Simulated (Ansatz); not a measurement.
Diamond-structure Si was calculated with revPBE (PAW; Ansatz, a first-principles code).

Settings: plane-wave cutoff 520 eV, 12×12×12 k mesh, scalar-relativistic PAW data made under PBE.

Computed at the level's own relaxed cell.

```
CELL_PARAMETERS angstrom
      0.00000     2.74691     2.74691
      2.74691     0.00000     2.74691
      2.74691     2.74691     0.00000
ATOMIC_POSITIONS crystal
  Si 0.50000 0.50000 0.50000
  Si 0.75000 0.75000 0.75000
```

Give the elastic tensor (Voigt notation, GPa, ions relaxed, in the Cartesian axes of the cell as printed).


```
  150.2    53.9    53.9     0.0     0.0     0.0
   53.9   150.2    53.9     0.0     0.0     0.0
   53.9    53.9   150.2     0.0     0.0     0.0
    0.0     0.0     0.0    73.7     0.0     0.0
    0.0     0.0     0.0     0.0    73.7     0.0
    0.0     0.0     0.0     0.0     0.0    73.7
```

Measured, for comparison: elastic constant C11 168 GPa, elastic constant C12 64.9 GPa, elastic constant C44 80.2 GPa (low temperature, zero-point motion not removed; as tabulated in Tanner et al. (2021), arXiv:2110.11888). Computed (rounded) less measured: elastic constant C11 -11 %, elastic constant C12 -17 %, elastic constant C44 -8 %.

The computed numbers hold no vibrational or temperature effects.
